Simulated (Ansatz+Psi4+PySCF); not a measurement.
singlet CH4 in separate pieces: levels of theory in one basis

```xyz
5

C     0.0000    0.0000    0.0000
H     1.8874    1.8874    1.8874
H    -0.6291   -0.6291    0.6291
H     0.6291   -0.6291   -0.6291
H    -0.6291    0.6291   -0.6291
```

Basis set: cc-pVTZ (spherical functions). Frozen core: 1 orbital. Charge 0, multiplicity 1.

Computed with Ansatz (development build ahead of 0.2.0); each method stands on the lowest determinant of its kind that the runs found.

```tsv
method	E − E(RHF) (eV)	<S²> of the determinant
RHF	0.00	0.00
UHF	-3.89	1.00
UHF-MP2	-8.20	1.00
RHF-CCSD	-8.28	–
UHF-CCSD	-8.76	1.00
RHF-CCSD(T)	-9.30	–
UHF-CCSD(T)	-8.90	1.00
```

What does RHF-MP2 give on the same scale?

-6.57 eV.

Is a single determinant a sound starting point here?

It is doubtful. Unrestricted orbitals lower Hartree–Fock by 3.89 eV and <S²> is 1.00 where a pure state has 0.00, a sign of strong static correlation.

Caution for RHF, RHF-MP2, RHF-CCSD, RHF-CCSD(T): an unrestricted determinant lies well below. Caution for UHF, UHF-MP2, UHF-CCSD, UHF-CCSD(T): the unrestricted determinant is a mixture of spin states. Caution for RHF-MP2: large amplitudes, a single reference is doubtful. Caution for RHF-CCSD, RHF-CCSD(T): very large amplitudes, the method is breaking down; the program doubts this total.
